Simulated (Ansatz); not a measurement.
# AlH2Na: the cost of one run

Program: Ansatz 0.2.0, Gaussian basis. Level of theory: def2-QZVPP, core rule «outside noble gas», up to 10 orbitals frozen. These are calculated values, not measurements.

Plan: UHF; ROHF; CCSD(T) on UHF.

2 further runs of the same task are left out: 2 set aside as unsound or not needed.

## 1. The geometry

The geometry is a PBE0/def2-TZVP stationary point (not a proven minimum) of the parent state, kept for this charge and spin.

4 atoms, charge 0, spin multiplicity 3.

Atoms are counted from 1 here; the program's logs count them from 0.

Bond lengths: Al1–H3 1.618 Å, Al1–H4 1.618 Å. Angles: H3–Al1–H4 108.1°.

## 2. UHF

in.yaml

```yaml
crystal:
  periodic: [false, false, false]
  atoms:
    - {symbol: Al, position_ang: [0.000000, 0.000000, 1.246916]}
    - {symbol: Na, position_ang: [0.000000, 0.000000, -1.656035]}
    - {symbol: H, position_ang: [0.000000, 1.310474, 2.196633]}
    - {symbol: H, position_ang: [0.000000, -1.310474, 2.196633]}
basis:
  gaussian: {orbitals: "def2-QZVPP.json"}
magnetization: {spin_polarized: true, initial_magnetization: 2}
hamiltonian: {xc: hf}
output: {orbitals: {seedname: orbitals}}
```

On the command line:

```sh
> ansatz run in.yaml --threads 1 --pin off --events-out ev --progress --plain --max-ram 2393MiB
```

What time and memory should one allow on 1 thread of AMD EPYC 9B45, shared host?

About 5.5 s, with a peak of 0.43 GiB.
